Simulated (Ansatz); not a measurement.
## CH3Al (SMILES C[Al]): the energy, rung by rung

The species is CH3Al (5 atoms), meant as a singlet with charge 0. As SMILES, `C[Al]`. The shape was relaxed beforehand at wB97X-V/def2-SVP.

Quantity: the adiabatic ionisation energy (to the doublet cation, shapes relaxed at wB97X-V/def2-SVP, no zero-point term), in eV. The values are calculated.

```json
{"level": "SVWN5/def2-TZVPP", "kind": "LDA", "program": "Ansatz", "value (eV)": "7.76", "less CCSD(T)/def2-TZVPP": "-0.03", "CPU time (all runs)": "0.98 s"}
{"level": "BLYP/def2-TZVPP", "kind": "GGA", "program": "Ansatz", "value (eV)": "7.55", "less CCSD(T)/def2-TZVPP": "-0.24", "CPU time (all runs)": "1.6 s"}
{"level": "r2SCAN/def2-TZVPP", "kind": "meta-GGA", "program": "Ansatz", "value (eV)": "7.53", "less CCSD(T)/def2-TZVPP": "-0.26", "CPU time (all runs)": "3 s"}
{"level": "B3LYP/def2-TZVPP", "kind": "global hybrid", "program": "Ansatz", "value (eV)": "7.72", "less CCSD(T)/def2-TZVPP": "-0.07", "CPU time (all runs)": "1.9 s"}
{"level": "PBE0-D4/def2-TZVPP", "kind": "global hybrid", "program": "Ansatz", "value (eV)": "7.63", "less CCSD(T)/def2-TZVPP": "-0.16", "CPU time (all runs)": "1.8 s"}
{"level": "B2PLYP/def2-TZVPP", "kind": "double hybrid", "program": "Ansatz", "value (eV)": "7.65", "less CCSD(T)/def2-TZVPP": "-0.14", "CPU time (all runs)": "3.4 s"}
{"level": "MP2/def2-TZVPP", "kind": "perturbation theory", "program": "Ansatz", "value (eV)": "7.63", "less CCSD(T)/def2-TZVPP": "-0.16", "CPU time (all runs)": "1.1 s"}
{"level": "CCSD(T)/def2-TZVPP", "kind": "coupled cluster or CI", "program": "Ansatz", "value (eV)": "7.79", "less CCSD(T)/def2-TZVPP": "0.00", "CPU time (all runs)": "5.8 s"}
```

CCSD(T)/def2-TZVPP is the highest level here, not the true value. The values span 7.53 to 7.79 eV. CPU times are rough (shared hosts, several kinds of processor): they show what a rung costs within a factor of a few.
